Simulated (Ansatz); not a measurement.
Candidates: zinc-blende GaAs, zinc-blende BP, zinc-blende HgSe, zinc-blende HgS (metastable phase), cubic BN, zinc-blende HgTe. Level: HSE06 (Ansatz, a first-principles code, plane waves, PAW).

Ansatz's runs of these crystals have no spin polarisation.

Spin–orbit coupling is left out, also for the solids with elements from indium on (zinc-blende HgSe, zinc-blende HgS, zinc-blende HgTe); its size isn't shown.

Ansatz's density-functional and Hartree–Fock values are scalar-relativistic unless marked +SOC, with PAW data made under PBE.

Which of them have a computed lattice constant a between 5.8 and 6.4 Å?

zinc-blende HgSe, zinc-blende HgS (metastable phase). The values: zinc-blende GaAs 5.683 Å; zinc-blende BP 4.524 Å; zinc-blende HgSe 6.179 Å; zinc-blende HgS (metastable phase) 5.923 Å; cubic BN 3.596 Å; zinc-blende HgTe 6.564 Å.
